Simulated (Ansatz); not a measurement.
# O3, singlet: energies of several shapes or isomers

Calculated in Ansatz's Gaussian-basis code. Basis cc-pVTZ, 3 core orbitals frozen, nonrelativistic. On stretched bonds single-reference methods can fail or change state.

Case A:

```csv
atom,x (Å),y (Å),z (Å)
O,0.0000,0.0000,0.0000
O,0.0000,1.1430,0.7032
O,0.0000,-1.0238,0.6298
```

Case B:

```xyz
3

O     0.0000    1.1038   -0.2285
O     0.0000    0.0000    0.4571
O     0.0000   -1.1038   -0.2285
```

Energy less that of case A, in eV:

```json
{"case": "B", "RCCSD": "-0.052"}
```

Problem. Give the RCCSD(T) energies against case A.

Solution. B: -0.117 eV (-2.7 kcal/mol).
